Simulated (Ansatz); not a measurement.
Molecule (SMILES): [N+]([O-])#N.
Atoms: N1, N2, O3. Bonds: N1-N2, N2-O3.

Basis-set convergence of the harmonic zero-point energy at PBE0 with Ansatz (an electronic-structure program). Each level at its own minimum, finite differences of forces, unscaled; the reference is a large set that could be run, not a limit. All functions are spherical. The program fits the integrals of some runs and decomposes those of others, by size. No added dispersion term, no relativity. Reference: the value in def2-QZVPP, 7.23 kcal/mol. Deviations are taken from unrounded values.

```tsv
basis	functions
pcseg-0	27
pcseg-1	42
aug-pcseg-1	69
pcseg-2	90
aug-pcseg-2	138
```

Which is the smallest pcseg set listed that can be trusted to 0.1 kcal/mol here, that is, within that of the reference together with its larger relatives (same family, alike in diffuse functions; a set with none to test it counts only in the reference's own line)?

The smallest set listed that lies within 0.1 kcal/mol of the reference with all its larger relatives (same family, alike in diffuse functions; a set with none counts only in the reference's own line) is pcseg-1 (42 functions, 0.01 kcal/mol off). Value minus reference: pcseg-0 -0.66, pcseg-1 0.01, aug-pcseg-1 -0.01, pcseg-2 -0.01, aug-pcseg-2 0.00 kcal/mol.
